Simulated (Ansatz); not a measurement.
**CF3 (trifluoromethyl radical): methods side by side**

CF3 has 4 atoms, charge 0, and is taken as a doublet. SMILES: `F[C](F)F`. Geometry: optimised at PBE0/def2-SVP.

```xyz
4

F    -1.2258    0.0247    0.2647
C    -0.0393   -0.0592   -0.2854
F     0.6579   -1.0435    0.2267
F     0.6072    1.0780   -0.2059
```

Each level gives the dissociation energy of the F4–C2 bond into doublet F and singlet CF2 (shapes relaxed at PBE0/def2-SVP, no zero-point term) (eV). The values are calculated.

| level | kind | program | value (eV) | CPU time (all runs) |
| --- | --- | --- | --- | --- |
| USVWN5/def2-TZVPP | LDA | Ansatz | 5.06 | 2 s |
| UPBE/def2-TZVPP | GGA | Ansatz | 4.14 | 3.7 s |
| U-r2SCAN/def2-TZVPP | meta-GGA | Ansatz | 4.13 | 6.6 s |
| UPBE0-D4/def2-TZVPP | global hybrid | Ansatz | 4.03 | 4.2 s |
| U-wB97M-V/def2-TZVPP | range-separated hybrid | Ansatz | 3.70 | 12 s |
| UCAM-B3LYP/def2-TZVPP | range-separated hybrid | Ansatz | 3.94 | 5.1 s |
| UB2PLYP/def2-TZVPP | double hybrid | Ansatz | 3.80 | 7.3 s |
| UMP2/def2-TZVPP | perturbation theory | Ansatz | 4.03 | 3.6 s |

The values span 3.70 to 5.06 eV. A fragment with an even electron count was run as a singlet and may have a lower triplet. Measured bond enthalpies also hold zero-point and thermal terms, a few tenths of an eV less. In so small a basis fixed costs decide the times, and correlated methods can beat functionals. CPU times are rough (shared hosts, several kinds of processor and program).
